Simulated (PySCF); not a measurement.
Species: C4H8N2.
SMILES: `CN1CCC=N1`

The closed-shell ground state was solved at several levels (PySCF, density fitting, gas phase, non-relativistic). Isolated species at its GFN2-xTB geometry (one conformer only).

| level | basis functions | total energy (Eh) | HOMO (eV) | LUMO (eV) | gap (eV) | dipole (D) |
| --- | --- | --- | --- | --- | --- | --- |
| B3LYP/pcJ-1 | 242 | -266.7090 | -5.49 | 0.28 | 5.77 | 2.08 |
| wB97X-D/def2-SVPD | 184 | -266.4265 | -7.55 | 2.16 | 9.71 | 2.18 |

Estimate the row for PBE0/pcSseg-1, a basis of 142 functions; the other rows only guide the guess.

Total energy -266.3491 Eh, HOMO -5.69 eV, LUMO 0.52 eV, gap 6.21 eV, dipole 2.12 D.

Over all these levels, which gives the widest orbital gap and which the narrowest?

wB97X-D/def2-SVPD (range-separated hybrid) has the widest, 9.71 eV, and B3LYP/pcJ-1 (global hybrid, 20 % exact exchange) the narrowest, 5.77 eV. Functional and basis both differ between the two, so the spread mixes both effects.

How far do the dipole and the HOMO energy spread over the levels?

The dipole runs from 2.08 to 2.18 D (mean 2.13 D) and the HOMO from -7.55 to -5.49 eV.

Note: wB97X-D ran without an empirical dispersion term, which enters the total energy and its gradient alone.
